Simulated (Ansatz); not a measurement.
SiH2 (SMILES [SiH2]) moved off its minimum; all values from Ansatz (an electronic-structure program), cores frozen in correlated methods. Open shells are unrestricted.
(charge 0, multiplicity 3)
```xyz
3

Si     0.0759     0.1449     0.0753
H     -1.1828    -0.7879    -0.1698
H      1.3142    -0.6428    -0.1607
```

Forces at PBE/def2-TZVPP (eV/Å):

| atom | Fx | Fy | Fz |
|---|---|---|---|
| Si1 | -1.104 | -1.049 | -0.280 |
| H2 | 0.719 | 0.910 | 0.246 |
| H3 | 0.384 | 0.139 | 0.034 |

Question: Give the forces (eV/Å), the total energy and the dipole at CCSD(T)/aug-cc-pV(T+d)Z.

Answer: 
```tsv
atom	Fx	Fy	Fz
Si1	-1.087	-1.325	-0.357
H2	0.915	1.053	0.283
H3	0.172	0.272	0.074
```
Energy -290.1378 hartree, dipole 0.30 D.
